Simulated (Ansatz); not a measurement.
C3H5NO can be A, `NC#CCO`, or B, `CC1(O)C=N1`.

Program: Ansatz. Geometries: PBE0-D4/def2-TZVP. ΔE: electronic, gas phase. CCSD(T)/CBS adds triple-zeta CCSD(T) − MP2 to the extrapolated MP2 energy (def2 sets, frozen cores). DFT in def2-TZVPP. Each species was taken in one conformer, which may not be the lowest.

A:

```xyz
10

N     0.470    1.535   -1.825
C     0.168    0.792   -0.752
C    -0.105    0.082    0.184
C    -0.391   -0.808    1.295
O    -0.410   -2.183    0.954
H     1.289    2.118   -1.743
H    -0.304    2.005   -2.269
H     0.340   -0.616    2.094
H    -1.378   -0.587    1.711
H     0.322   -2.338    0.351
```

B:

Z-matrix (Å, degrees):
```
C
C 1 1.494
H 1 1.093 2 109.7
H 1 1.092 2 110.4 3 118.9
H 1 1.089 2 110.6 3 -120.4
O 2 1.388 1 110.2 3 -58.6
C 2 1.434 1 125.2 3 142.8
N 2 1.494 1 120.0 3 81.6
H 6 0.962 2 108.7 1 169.8
H 7 1.086 2 155.5 1 84.2
```

Question: Which is lower in electronic energy at CCSD(T)/CBS, and by how much? (Estimate.)

Answer: Ansatz gave: B, by 15.7 kJ/mol.

Question: Give E(B) − E(A) in kJ/mol with CCSD(T)/def2-TZVPP, LDA (SPW92), CCSD(T)/def2-SVP, HF/def2-TZVPP, PBE0-D4, ωB97M-V, CCSD/def2-TZVPP. (An estimate is asked.)

Answer: Computed: CCSD(T)/def2-TZVPP -19.0, LDA (SPW92) -14.0, CCSD(T)/def2-SVP -35.6, HF/def2-TZVPP 6.5, PBE0-D4 -16.7, ωB97M-V -16.3, CCSD/def2-TZVPP -14.4. The order is the other way round with HF/def2-TZVPP.

Question: Does the order hold for the free energy at 298.15 K (harmonic terms from PBE0-D4)? (An estimate is asked.)

Answer: Computed: Yes: G(B) − G(A) = -15.3 kJ/mol, for one conformer each.

Largest T1 diagnostic: 0.012.

At CCSD(T), def2-SVP lies −19.9 kJ/mol from the extrapolated value and def2-TZVPP −3.3 kJ/mol. In def2-TZVPP, CCSD(T) changes the Hartree–Fock value by −25.5 kJ/mol (the triples alone add −4.6 kJ/mol) and MP2 by −24.1 kJ/mol.
